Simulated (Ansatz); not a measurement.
Results of rVV10 (Ansatz, a first-principles code, plane waves, PAW) for corundum (α-Al2O3).

Settings: plane-wave cutoff 520 eV, 8×8×8 k mesh, Fermi–Dirac smearing 0.01 eV, scalar-relativistic PAW data made under PBE.

Computed at the level's own relaxed cell.

```yaml
crystal:
  lattice:
    - [4.59503, -2.40975, -0.00144]
    - [4.59503, 2.40975, -0.00144]
    - [3.33255, 0.00000, 3.97684]
  atoms:
    - { symbol: Al, position: [0.85278, 0.85278, 0.85278] }
    - { symbol: Al, position: [0.35278, 0.35278, 0.35278] }
    - { symbol: Al, position: [0.14722, 0.14722, 0.14722] }
    - { symbol: Al, position: [0.64722, 0.64722, 0.64722] }
    - { symbol: O, position: [0.44352, 0.05648, 0.75000] }
    - { symbol: O, position: [0.05648, 0.75000, 0.44352] }
    - { symbol: O, position: [0.55648, 0.94352, 0.25000] }
    - { symbol: O, position: [0.25000, 0.55648, 0.94352] }
    - { symbol: O, position: [0.94352, 0.25000, 0.55648] }
    - { symbol: O, position: [0.75000, 0.44352, 0.05648] }
```

List the 31 lowest band energies at Γ above −25 eV (eV, relative to the valence band maximum), grouping those that round alike.

At Γ: -18.92, -16.73, -16.48 (×2), -16.19 (×2), -6.67, -5.71, -5.31 (×2), -4.22, -4.11 (×2), -3.21, -2.92, -1.38 (×2), -1.23 (×2), -0.46 (×2), -0.05 (×2), 0.00, 5.73, 8.91, 10.21, 11.24, 11.33 (×2), 12.08.
